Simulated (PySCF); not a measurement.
Start geometry of `[H]/[C]=N\C` [radical] from GFN2-xTB (Å):
```
atom  x, y, z in Å
C1     1.6489   -0.2636   -0.0253
N2     0.4972   -0.6319    0.0058
C3    -0.8188   -0.0520    0.0044
H4     2.1541    0.6936   -0.0713
H5    -1.0038    0.4332    0.9647
H6    -1.5439   -0.8536   -0.1359
H7    -0.9271    0.6840   -0.7965
```

Question: What comes out of this run: PBE0-D3(BJ)/def2-SVP geometry optimisation, gas phase (PySCF)?

Answer: 
```
atom  x, y, z in Å
C1     1.6458   -0.2118    0.0965
N2     0.5231   -0.5589    0.4196
C3    -0.7732   -0.0463    0.0619
H4     2.0072    0.6035   -0.5697
H5    -1.3148    0.2431    0.9752
H6    -1.3592   -0.8438   -0.4195
H7    -0.7222    0.8240   -0.6182
```

The energy falls by 0.102 eV over 11 energy and gradient evaluations, the largest force component goes from 0.0189 to 1.0e-04 Eh/bohr, and the atoms move by 0.341 Å rms after alignment. The bond that changes most is C1–H4 (ends: carbon bonded to N and H; hydrogen on carbon), which lengthens by 0.030 Å. Bonds longer at the end by more than 0.005 Å: 5 of 6; shorter: 0. Among the angles that change most is C1–N2–C3, from 138.5° to 131.5°. Among the dihedrals that turn most is C1–N2–C3–H5, from -71° to -122°. Rotational constants go from 77960, 10287, 9641 to 67799, 10745, 9845 MHz. The orientation of the end geometry is arbitrary; only internal coordinates are fixed.

The run used 62 basis functions and 93 SCF cycles in all. On one thread, x86-64 server, shared host, this took 13 s of wall time.

No PBE0-D3(BJ)/def2-SVP frequencies stand behind this structure, so it isn't proved a minimum. ⟨S²⟩ = 0.755 (exact for a doublet: 0.75).
